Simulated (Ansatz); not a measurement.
C2H6S2⁺, that is Me2S2 with one electron fewer. Total charge 1; doublet. Geometry PBE-D4/def2-SVP, that of the neutral singlet; atoms count from 1.

| atom | x (Å) | y (Å) | z (Å) |
| --- | --- | --- | --- |
| C1 | 0.221 | -0.406 | 1.838 |
| S2 | -0.267 | -1.492 | 0.448 |
| S3 | 0.822 | -0.721 | -1.141 |
| C4 | -0.270 | 0.603 | -1.776 |
| H5 | -0.299 | -0.804 | 2.733 |
| H6 | 1.315 | -0.444 | 2.003 |
| H7 | -0.105 | 0.639 | 1.671 |
| H8 | -1.252 | 0.192 | -2.080 |
| H9 | -0.407 | 1.410 | -1.029 |
| H10 | 0.243 | 1.022 | -2.666 |

(1) Estimate the Mulliken populations from the PBE0/def2-TZVP orbitals of Ansatz.

(2) Where does the spin sit?

(3) And the Mayer bond orders between bonded heavy atoms (over 0.3)?

Results:

(1) 
```
atom  charge (e)  spin (α − β)
  C1       -0.37          0.02
  S2        0.25          0.45
  S3        0.25          0.45
  C4       -0.37          0.02
  H5        0.21          0.00
  H6        0.22          0.02
  H7        0.19          0.01
  H8        0.22          0.02
  H9        0.19          0.01
 H10        0.21          0.00
```
Mulliken values and Mayer orders depend strongly on the basis.

(2) Summed by element: C 0.04, S 0.90, H 0.07, of 1 unpaired in all. Largest on single atoms: S3 0.45, S2 0.45, H6 0.02.

(3) C1–S2 0.99 (1.83 Å); S2–S3 1.50 (2.07 Å); S3–C4 0.99 (1.83 Å).
